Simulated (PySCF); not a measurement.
## Functional dependence of a UV spectrum

Species: 1,3-butanediamine, C4H12N2.
SMILES: `C[C@H](N)CCN`

Linear-response calculations in the def2-SVPD basis (PySCF; singlets by full response, triplets Tamm–Dancoff, core orbitals frozen in the response; HF means time-dependent Hartree–Fock). 'Strongest' is the level of largest summed f among the singlets computed (10 roots, of which the last may lack a degenerate partner); it can jump between rows when another state enters that window. S1 is the lowest singlet of each run and needn't be the same state throughout; f(S1) is that of one state. The structure is a single PBE0-D3(BJ)/def2-SVP conformer in the gas phase; no vibrational or solvent corrections.

```json
{"functional": "LDA", "kind": "LDA", "S1 (eV)": "5.42", "f(S1)": "0.003", "strongest (eV)": "5.52", "T1 (eV)": "5.36", "HOMO (eV)": "-5.51", "gap (eV)": "5.41", "ionisation energy, ΔSCF (eV)": "9.19"}
{"functional": "PBE", "kind": "GGA", "S1 (eV)": "5.44", "f(S1)": "0.003", "strongest (eV)": "5.50", "T1 (eV)": "5.34", "HOMO (eV)": "-5.41", "gap (eV)": "5.42", "ionisation energy, ΔSCF (eV)": "9.06"}
{"functional": "B3LYP", "kind": "global hybrid, 20% exact exchange", "S1 (eV)": "6.08", "f(S1)": "0.007", "strongest (eV)": "6.14", "T1 (eV)": "5.82", "HOMO (eV)": "-6.67", "gap (eV)": "7.09", "ionisation energy, ΔSCF (eV)": "9.28"}
{"functional": "PBE0", "kind": "global hybrid, 25% exact exchange", "S1 (eV)": "6.33", "f(S1)": "0.008", "strongest (eV)": "7.50", "T1 (eV)": "6.02", "HOMO (eV)": "-6.89", "gap (eV)": "7.62", "ionisation energy, ΔSCF (eV)": "9.21"}
{"functional": "BHandHLYP", "kind": "global hybrid, 50% exact exchange", "S1 (eV)": "6.74", "f(S1)": "0.011", "strongest (eV)": "8.32", "T1 (eV)": "6.40", "HOMO (eV)": "-8.33", "gap (eV)": "9.56", "ionisation energy, ΔSCF (eV)": "9.20"}
{"functional": "CAM-B3LYP", "kind": "range-separated hybrid", "S1 (eV)": "6.37", "f(S1)": "0.010", "strongest (eV)": "7.96", "T1 (eV)": "6.06", "HOMO (eV)": "-8.36", "gap (eV)": "9.74", "ionisation energy, ΔSCF (eV)": "9.24"}
{"functional": "LC-wPBE", "kind": "range-separated hybrid", "S1 (eV)": "6.93", "f(S1)": "0.012", "strongest (eV)": "8.84", "T1 (eV)": "6.56", "HOMO (eV)": "-9.73", "gap (eV)": "12.24", "ionisation energy, ΔSCF (eV)": "9.68"}
{"functional": "HF", "kind": "Hartree–Fock", "S1 (eV)": "7.64", "f(S1)": "0.013", "strongest (eV)": "9.38", "T1 (eV)": "7.13", "HOMO (eV)": "-10.60", "gap (eV)": "13.42", "ionisation energy, ΔSCF (eV)": "not settled"}
```

Q: What does wB97X-D (range-separated hybrid) give?

A: S1 (eV) 6.63, f(S1) 0.012, strongest (eV) 8.26, T1 (eV) 6.43, HOMO (eV) -8.84, gap (eV) 11.24, ionisation energy, ΔSCF (eV) 9.20. S1 runs from 5.42 eV (LDA) to 7.64 eV (HF), a spread of 2.21 eV, while the orbital gap spreads over 8.0 eV. Along PBE (0%), B3LYP (20%), PBE0 (25%), BHandHLYP (50%), HF (100%) S1 rises with the share of exact exchange. −ε(HOMO) comes closest to its own ΔSCF ionisation energy with LC-wPBE (+0.05 eV) and misses most with LDA (-3.68 eV). 'Not settled' means that the ion's SCF failed to converge or may have ended in another state than the lowest.
